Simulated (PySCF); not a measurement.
# Static response to an electric field

Compound: 1,3-butadiene, C4H6.
Numbering: `[CH2:1]=[CH:2][CH:3]=[CH2:4]` (hydrogens: H5, H6 on C1; H7 on C2; H8 on C3; H9, H10 on C4)

Geometry (GFN2-xTB, Å), atoms numbered from 1 in this order:
```
atom  x, y, z in Å
C1     1.700    0.207   -0.654
C2     0.691   -0.185    0.116
C3    -0.688    0.186   -0.119
C4    -1.698   -0.206    0.649
H5     1.541    0.838   -1.513
H6     2.717   -0.085   -0.456
H7     0.873   -0.818    0.974
H8    -0.870    0.820   -0.978
H9    -2.716    0.085    0.450
H10   -1.541   -0.838    1.509
```

Level: CAM-B3LYP/def2-SVPD (PySCF), static field, nuclei fixed, core orbitals frozen in the response. The polarisability tensor in these axes (au):

```
x    75.56   4.84 -15.59
y     4.84  38.48  -7.19
z   -15.59  -7.19  47.59
```

**Question.** Give the principal values, the mean and the anisotropy Δα = √{½[(α1 − α2)² + (α2 − α3)² + (α1 − α3)²]}.

**Answer.** Principal values 34.12, 43.78 and 83.72 au; mean 53.87 au = 7.98 Å³ = 8.88 × 10⁻⁴⁰ C²·m²/J; Δα = 45.55 au (85 % of the mean).

**Question.** What is the dipole moment?

**Answer.** 0.00 D; point group C2h allows none.

**Question.** What would n − 1 = 2πNα be for an ideal gas of these molecules at 273.15 K and 1 atm, electronic part alone?

**Answer.** N = p/kT = 2.6868 × 10¹⁹ cm⁻³, so n − 1 = 2π × N × 7.98 × 10⁻²⁴ cm³ = 1348 × 10⁻⁶ at long wavelengths.

**Question.** Form Σ f/ω² (atomic units) for the 8 lowest TDDFT singlets, given as eV and f, and set it beside the mean polarisability, which is this sum over all singlets: 6.02, 0.7167; 6.87, 0.0000; 7.12, 0.0005; 7.35, 0.0648; 7.44, 0.0001; 7.47, 0.0000; 8.27, 0.0000; 8.36, 0.0000.

**Answer.** They add up to 15.53 au, 28.8 % of the 53.87 au; the largest single term is 14.64 au, from the state at 6.02 eV. Terms in order: 14.64, 0.00, 0.01, 0.89, 0.00, 0.00, 0.00, 0.00 au. Higher excitations give the rest. The strengths listed sum to 0.782.

**Question.** What are the principal values of the traceless quadrupole moment, Θ = ½Σq(3rr − r²1), about the centre of nuclear charge?

**Answer.** -5.31, 2.33, 2.97 D·Å. With no charge and no dipole, the values don't depend on the origin. The electronic extent ⟨r²⟩ about the same centre is 332 bohr², a root-mean-square distance of 1.76 Å for the 30 electrons.

**Question.** What molar refraction does this α imply?

**Answer.** Lorentz–Lorenz: R = (4π/3)N_A α = 2.5225 cm³/(mol·Å³) × 7.98 Å³ = 20.1 cm³/mol, in the limit of long wavelengths.

**Question.** Find the Langevin capture rate constant for O2+ (31.990 u) meeting this molecule (54.047 u), k = 2.342 × 10⁻⁹ cm³/s × √(α in Å³ / reduced mass in u).

**Answer.** The reduced mass is 20.10 u, so k = 1.48 × 10⁻⁹ cm³/s.

One conformer (not necessarily the lowest) at the GFN2-xTB geometry, without solvent, vibrations or thermal averaging.

These values come from a run that also computed excited states. Time: 8.7 s. Hardware: Arm Neoverse V2, one thread (shared host).
